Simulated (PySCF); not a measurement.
# Aluminium: highly charged ions in a basis for the neutral atom

Al⁸⁺ [He] 2s2 2p1, Al⁹⁺ [He] 2s2. Computed with PySCF 2.14 in x2c-TZVPall (5s5p2d1f, 37 functions), with the spin-free X2C one-electron Hamiltonian (Gaussian nucleus). No spin-orbit coupling, so a gap to NIST mixes the basis error with missing relativistic terms.

Changed run: basis of the neutral atom used for a highly charged ion. This setting is unsound on purpose.

```tsv
species	method	sound run (hartree)	changed run (hartree)	converged
Al⁸⁺	UHF	not run	-204.11408	yes
Al⁸⁺	MN15	not run	-204.27154	yes
Al⁸⁺	LDA	not run	-203.21747	yes
Al⁹⁺	UHF	not run	-191.94208	yes
Al⁹⁺	MN15	not run	-192.09227	yes
Al⁹⁺	LDA	not run	-191.04123	yes
```

Ionisation energy of Al⁸⁺:

```tsv
method	changed run (eV)	NIST (eV)
UHF	331.22	330.21
MN15	331.41	330.21
LDA	331.33	330.21
```

The contracted functions were made for the neutral atom and can be too rigid for a highly charged ion.
